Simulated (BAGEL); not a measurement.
# Si3H6 (cyclo-(SiH2)3): HF/3-21G (density fitting with qzvpp-jkfit)

What is the energy change on altering one bond length of Si3H6 (cyclo-(SiH2)3) at HF/3-21G (density fitting with qzvpp-jkfit)? 

The calculation is run with BAGEL 1.2.2.

## 1. The structure to begin with

Si3H6: 9 atoms, total charge 0, spin state singlet. The coordinates come from a GFN2-xTB relaxation.

Bond lengths: Si1–Si4 2.342 Å, Si1–Si7 2.341 Å, Si4–Si7 2.341 Å, Si1–H2 1.466 Å, Si1–H3 1.466 Å, Si4–H5 1.466 Å, Si4–H6 1.466 Å, Si7–H8 1.466 Å, Si7–H9 1.466 Å. Some angles: Si1–Si4–Si7 60.0°, Si4–Si1–Si7 60.0°, Si1–Si7–Si4 60.0°, Si1–Si4–H5 121.5°, Si1–Si4–H6 121.7°, H5–Si4–Si7 121.6°, H6–Si4–Si7 121.7°, H2–Si1–Si4 121.7°, H2–Si1–Si7 121.4°, H3–Si1–Si4 121.7°.

## 2. The energy at HF/3-21G (density fitting with qzvpp-jkfit)

File job.json:

```json
{ "bagel" : [

{
  "title" : "molecule",
  "basis" : "3-21g",
  "df_basis" : "qzvpp-jkfit",
  "angstrom" : true,
  "geometry" : [
    { "atom" : "Si", "xyz" : [      -1.134740,       0.093590,       0.729030 ] },
    { "atom" : "H", "xyz" : [      -2.144300,      -0.949710,       0.933370 ] },
    { "atom" : "H", "xyz" : [      -1.610690,       1.252820,       1.488970 ] },
    { "atom" : "Si", "xyz" : [      -0.009500,       0.334880,      -1.310440 ] },
    { "atom" : "H", "xyz" : [       0.251600,       1.656030,      -1.889910 ] },
    { "atom" : "H", "xyz" : [      -0.284950,      -0.545230,      -2.450430 ] },
    { "atom" : "Si", "xyz" : [       1.143480,      -0.425770,       0.580200 ] },
    { "atom" : "H", "xyz" : [       2.167140,       0.391340,       1.238270 ] },
    { "atom" : "H", "xyz" : [       1.621950,      -1.807950,       0.680950 ] }
  ]
},

{
  "title" : "hf",
  "charge" : 0
},

{
  "title" : "print",
  "file" : "orbitals.molden",
  "orbitals" : true
}

]}
```

The run is started by

```console
$ BAGEL_NUM_THREADS=1 BAGEL job.json > job.out
```

What it wrote:

```text
* using 1 threads per process

  ===============================================================
  ===============================================================

  *** Geometry ***

  { "atom" : "Si", "xyz" : [     -2.144348,      0.176859,      1.377667 ] },
  { "atom" : "H", "xyz" : [     -4.052140,     -1.794692,      1.763814 ] },
  { "atom" : "H", "xyz" : [     -3.043763,      2.367487,      2.813746 ] },
  { "atom" : "Si", "xyz" : [     -0.017952,      0.632831,     -2.476373 ] },
  { "atom" : "H", "xyz" : [      0.475455,      3.129443,     -3.571412 ] },
  { "atom" : "H", "xyz" : [     -0.538477,     -1.030335,     -4.630642 ] },
  { "atom" : "Si", "xyz" : [      2.160864,     -0.804589,      1.096419 ] },
  { "atom" : "H", "xyz" : [      4.095301,      0.739525,      2.339991 ] },
  { "atom" : "H", "xyz" : [      3.065041,     -3.416530,      1.286809 ] },

  Number of auxiliary basis functions:      492

  Since a DF basis is specified, we compute 2- and 3-index integrals:
    o Being stored without compression. Storage requirement is 0.010 GB

  Number of basis functions:       51
  Number of electrons      :       48

    * METHOD: MOLECULE                             0.47

  *** RHF ***

  === Nuclear Repulsion ===
   191.9339213862

      * DIIS with orbital gradients will be used.

  === RHF iteration (3-21g) ===
      0       -865.56630200          0.00760369           0.12
      1       -865.59801528          0.00213781           0.09
      2       -865.60002331          0.00042894           0.10
      3       -865.60014227          0.00004210           0.08
      4       -865.60014365          0.00000276           0.07
      5       -865.60014366          0.00000059           0.11
      6       -865.60014366          0.00000011           0.10
      7       -865.60014366          0.00000003           0.09
      8       -865.60014366          0.00000000           0.09
    * SCF iteration converged.

    * Permanent dipole moment:
           (    0.000845,    -0.002822,     0.001261) a.u.

    * METHOD: HF                                   1.13

    * METHOD: PRINT                                0.01

  ===============================================================
```

It took 2.1 s on 1 thread of Intel Xeon at 2.50GHz (Skylake/Cascade Lake), shared host.

## 3. The distorted shape, same level

File calc.json:

```json
{ "bagel" : [

{
  "title" : "molecule",
  "basis" : "3-21g",
  "df_basis" : "qzvpp-jkfit",
  "angstrom" : true,
  "geometry" : [
    { "atom" : "Si", "xyz" : [   -0.997006,    0.533673,    1.299061 ] },
    { "atom" : "H", "xyz" : [   -2.006566,   -0.509627,    1.503401 ] },
    { "atom" : "H", "xyz" : [   -1.472956,    1.692903,    2.059001 ] },
    { "atom" : "Si", "xyz" : [    0.128234,    0.774963,   -0.740409 ] },
    { "atom" : "H", "xyz" : [    0.389334,    2.096113,   -1.319879 ] },
    { "atom" : "H", "xyz" : [   -0.284950,   -0.545230,   -2.450430 ] },
    { "atom" : "Si", "xyz" : [    1.281214,    0.014313,    1.150231 ] },
    { "atom" : "H", "xyz" : [    2.304874,    0.831423,    1.808301 ] },
    { "atom" : "H", "xyz" : [    1.759684,   -1.367867,    1.250981 ] }
  ]
},
{ "title" : "hf", "charge" : 0 },
{ "title" : "print", "file" : "orbitals.molden", "orbitals" : true }

]}
```

The run is started by

```console
$ BAGEL_NUM_THREADS=1 BAGEL calc.json > calc.out
```

What it wrote:

```text
* using 1 threads per process

  ===============================================================
  ===============================================================

  *** Geometry ***

  { "atom" : "Si", "xyz" : [     -1.884068,      1.008496,      2.454870 ] },
  { "atom" : "H", "xyz" : [     -3.791860,     -0.963055,      2.841016 ] },
  { "atom" : "H", "xyz" : [     -2.783483,      3.199123,      3.890948 ] },
  { "atom" : "Si", "xyz" : [      0.242327,      1.464468,     -1.399170 ] },
  { "atom" : "H", "xyz" : [      0.735735,      3.961079,     -2.494210 ] },
  { "atom" : "H", "xyz" : [     -0.538477,     -1.030335,     -4.630642 ] },
  { "atom" : "Si", "xyz" : [      2.421144,      0.027048,      2.173622 ] },
  { "atom" : "H", "xyz" : [      4.355581,      1.571162,      3.417194 ] },
  { "atom" : "H", "xyz" : [      3.325321,     -2.584894,      2.364011 ] },

  Number of auxiliary basis functions:      492

  Since a DF basis is specified, we compute 2- and 3-index integrals:
    o Being stored without compression. Storage requirement is 0.010 GB

  Number of basis functions:       51
  Number of electrons      :       48

    * METHOD: MOLECULE                             0.45

  *** RHF ***

  === Nuclear Repulsion ===
   189.4621471888

      * DIIS with orbital gradients will be used.

  === RHF iteration (3-21g) ===
      0       -865.48819672          0.00808451           0.08
      1       -865.52475800          0.00262249           0.07
      2       -865.52777703          0.00068107           0.07
      3       -865.52809961          0.00010327           0.08
      4       -865.52810957          0.00002643           0.08
      5       -865.52811026          0.00000880           0.09
      6       -865.52811036          0.00000238           0.10
      7       -865.52811036          0.00000051           0.08
      8       -865.52811037          0.00000015           0.08
      9       -865.52811037          0.00000004           0.08
     10       -865.52811037          0.00000001           0.07
     11       -865.52811037          0.00000000           0.07
    * SCF iteration converged.

    * Permanent dipole moment:
           (   -0.062446,    -0.170618,    -0.382015) a.u.

    * METHOD: HF                                   1.19

    * METHOD: PRINT                                0.01

  ===============================================================
```

Run time: 2.1 s. Hardware: 1 thread of Intel Xeon at 2.50GHz (Skylake/Cascade Lake), shared host.

## 4. Summary of results

At HF/3-21G (density fitting with qzvpp-jkfit):

| quantity | value |
| --- | --- |
| first shape: total energy | -865.60014 Eh |
| first shape: dipole moment | 0.01 D |
| first shape: HOMO energy | -9.39 eV |
| first shape: LUMO energy | 2.42 eV |
| first shape: HOMO–LUMO gap | 11.81 eV |
| distorted shape: total energy | -865.52811 Eh |
| distorted shape: dipole moment | 1.08 D |
| distorted shape: HOMO energy | -9.27 eV |
| distorted shape: LUMO energy | 1.15 eV |
| distorted shape: HOMO–LUMO gap | 10.42 eV |
| energy change with the Si4–H6 bond stretched from 1.466 to 2.200 Å | 1.960 eV |

In words: One bond (distorted shape) is far stretched, which a spin-restricted single reference describes badly; a broken-symmetry solution may lie lower. With the Si4–H6 bond stretched from 1.466 to 2.200 Å the energy rises by 1.96 eV (45 kcal/mol). The first shape isn't relaxed at this level, so the change isn't measured from a minimum. A restricted reference can't describe the breaking bond well at this length.
